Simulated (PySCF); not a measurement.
## Working with the constants of AlP

UHF-CCSD(T) constants of AlP, ³Σ⁻ (triplet), unpaired electrons π ↑↑ (basis Al 6-31G(d,p), P 6-31G(d,p); no relativity; PySCF 2.14; masses 26.9815 and 30.9738 u):

- ωe: 378.1 cm⁻¹
- ωexe: 2.06 cm⁻¹
- Be: 0.19919 cm⁻¹
- αe: 0.00140 cm⁻¹
- De to Al + P: 1.69 eV

What force constant and bond length do these constants imply?

Reduced mass μred = 14.420 u; k = 5.8918×10⁻⁷·μred·ωe² (u, cm⁻¹, mdyn/Å) = 1.21 mdyn/Å; Re = √(16.8576/(μred·Be)) (u, cm⁻¹, Å) = 2.423 Å.

Estimate the centrifugal constant D from the Kratzer relation and find the Dunham coefficient a1.

D = 4Be³/ωe² = 2.21e-07 cm⁻¹; a1 = −1 − αeωe/(6Be²) = -3.22.

Correlated steps freeze 10 core orbitals. Correlated levels converge slowly with the basis: in double zeta they bind strong bonds too weakly, by up to about 1 eV, and carry superposition errors of some tenths. The state was picked by a PBE0 search and need not be the measured ground state.
